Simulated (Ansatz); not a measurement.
# CH₇AlSi: Born-Oppenheimer dynamics

Aim: follow the atoms for 60 steps of 0.5 fs at constant energy, with velocities drawn for 500 K, and see to which side of the barrier the system falls.

Computed with Ansatz 0.2.0, Gaussian basis. Level: PBE0-D4/def2-SVP.

1 further run of the same task is left out (it didn't finish).

**1. The starting structure**

The start, a first-order saddle point found at PBE0-D4 in triple zeta: 10 atoms, charge 0, spin multiplicity 1.

Atoms are counted from 1 here; the program's logs count them from 0.

Bond lengths: Al1–Si2 2.448 Å, Al1–H3 1.835 Å, Al1–C4 1.969 Å, Si2–H5 1.491 Å, Si2–H6 1.492 Å, Si2–H7 1.504 Å, C4–H8 1.094 Å, C4–H9 1.094 Å, C4–H10 1.091 Å. Angles: Si2–Al1–H3 44.8°, Si2–Al1–C4 135.8°, H3–Al1–C4 91.1°, Al1–Si2–H5 103.7°, Al1–Si2–H6 121.0°, Al1–Si2–H7 108.8°, H5–Si2–H6 113.6°, H5–Si2–H7 105.5°, H6–Si2–H7 103.3°, Al1–C4–H8 110.4°, Al1–C4–H9 110.4°, Al1–C4–H10 111.4°, H8–C4–H9 107.3°, H8–C4–H10 108.6°, H9–C4–H10 108.6°.

As a file:

```mol
CH7AlSi
  3D, bonds by distance, orders not assigned

 10  9  0  0  0  0  0  0  0  0999 V2000
   -0.4030   -0.7084   -0.5134 Al  0  0
    0.7696    1.3118   -1.2453 Si  0  0
    0.5153    0.6408    0.3263 H   0  0
   -0.8699   -1.5206    1.2186 C   0  0
   -0.1896    2.4088   -0.9318 H   0  0
    2.1660    1.5938   -0.8008 H   0  0
    0.8810    1.2912   -2.7446 H   0  0
   -1.4418   -0.8156    1.8287 H   0  0
    0.0358   -1.7748    1.7768 H   0  0
   -1.4631   -2.4269    1.0855 H   0  0
  1  2  8  0
  1  3  8  0
  1  4  8  0
  2  5  8  0
  2  6  8  0
  2  7  8  0
  4  8  8  0
  4  9  8  0
  4 10  8  0
M  END
```

**2. The run**

md/in.yaml reads:

```yaml
crystal:
  periodic: [false, false, false]
  atoms:
    - {symbol: Al, position_ang: [-0.403025, -0.708377, -0.513442]}
    - {symbol: Si, position_ang: [0.769554, 1.311798, -1.245276]}
    - {symbol: H, position_ang: [0.515265, 0.640761, 0.326347]}
    - {symbol: C, position_ang: [-0.869853, -1.520610, 1.218572]}
    - {symbol: H, position_ang: [-0.189647, 2.408830, -0.931806]}
    - {symbol: H, position_ang: [2.165980, 1.593838, -0.800840]}
    - {symbol: H, position_ang: [0.881031, 1.291150, -2.744551]}
    - {symbol: H, position_ang: [-1.441845, -0.815614, 1.828734]}
    - {symbol: H, position_ang: [0.035787, -1.774822, 1.776782]}
    - {symbol: H, position_ang: [-1.463148, -2.426854, 1.085480]}
basis:
  gaussian: {orbitals: def2-SVP}
hamiltonian: {xc: pbe0, dispersion: d4}
md: {n_steps: 60, timestep: 0.5, temperature: 500, ensemble: nve, seed: 357, initial_velocities: maxwell_boltzmann}
```

Run with:

```console
$ ansatz run in.yaml --threads 2 --pin off --events-out ev --progress --plain --max-ram 4352MiB
```

Q: Predict the outcome of this session. Wanted: temperature at the start; mean temperature, second half; lowest and highest potential energy, from the first frame; largest change of potential + kinetic.

**Answer**, as computed:

| quantity | value |
| --- | --- |
| length | 60 steps, 30.0 fs |
| temperature at the start | 500 K |
| mean temperature, second half | 267 K |
| lowest and highest potential energy, from the first frame | 0 and 298 meV |
| largest change of potential + kinetic | 1.0 meV |

In words: By the last frame it has not clearly left the saddle region. With no thermostat the total energy should stay fixed; it holds within 1.0 meV, small beside the kinetic energy, so the time step serves. The instant temperature ranges from 213 to 500 K, as energy passes between motion and strain.
